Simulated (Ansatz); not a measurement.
Relaxation of H₃Si (4 atoms, charge 0, multiplicity 2), to a largest force component of 0.02 eV/Å in at most 40 steps.

Level of theory: UKS PBE/def2-SVP in Ansatz.

```xyz
4
Properties=species:S:1:pos:R:3:forces:R:3
Si 0.207 -0.019 -0.115 0.90 -0.08 -0.50
H 0.587 0.662 1.106 0.13 0.45 0.87
H -0.195 -1.402 0.043 -0.38 -0.89 0.17
H -0.599 0.759 -1.034 -0.65 0.52 -0.54
```

Problem. Where does it end, and by what steps?

Solution. The run converged. After 3 steps the energy has fallen by 0.109 eV; Si1 moved furthest, 0.10 Å.

| step | energy less start (eV) | largest force component (eV/Å) | accepted |
| --- | --- | --- | --- |
| 0 | 0.0000 | 0.902 | yes |
| 1 | -0.0975 | 0.339 | yes |
| 2 | -0.1048 | 0.170 | yes |
| 3 | -0.1086 | 0.015 | yes |

```xyz
4
Properties=species:S:1:pos:R:3
Si 0.297 -0.027 -0.166
H 0.567 0.674 1.139
H -0.227 -1.421 0.061
H -0.637 0.774 -1.034
```

Time of the run: 3.1 s on 1 thread of Arm Neoverse V1, with other jobs on the host, peak memory 0.09 GiB.
